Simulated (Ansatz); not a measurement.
**Which is lower?**

Two isomers of C$_{2}$H$_{3}$Si (charge -1), closed shell, relaxed at PBE0-D4/def2-TZVPD (vibrations not checked).

A:

C1  (0.156, 0.931, 0.958)
C2  (0.725, -0.281, 0.871)
Si3  (-0.164, 0.344, -0.704)
H4  (-1.513, -0.136, -1.150)
H5  (0.546, 0.890, -1.907)
H6  (0.064, 1.691, 1.735)
(Å)

B:

C1  (-0.561, -1.574, -0.195)
C2  (-0.297, -0.389, -0.087)
Si3  (-0.123, 1.489, 0.024)
H4  (-0.786, -2.611, -0.288)
H5  (1.153, 1.582, -0.825)
H6  (0.614, 1.503, 1.371)
(Å)

Ansatz 0.2.0; basis: def2-TZVPPD; cores frozen in the correlated methods. B3LYP uses VWN-RPA correlation.

Q: Which structure is lower at CCSD(T), and by how much? (To be estimated.)

A: By the calculation: B, by 24.42 kcal/mol (electronic energy, against the other). By their contacts, A is C₂H₃Si ([C]1[CH][SiH2]1), total charge -1 and B is C₂H₃Si ([CH][C][SiH2]), total charge -1.

All methods give the same order:

```csv
method,E(B) − E(A) (kcal/mol)
PBE-D4,-21.55
r2SCAN-D4,-21.05
PBE0-D4,-21.65
B3LYP-D4,-26.16
wB97M-V,-23.76
HF,-31.05
MP2,-23.04
CCSD,-26.08
CCSD(T),-24.42
```

No T1 diagnostic of these runs exceeds 0.018.

Labels in which every atom is bracketed show which atoms are joined, not bond orders.
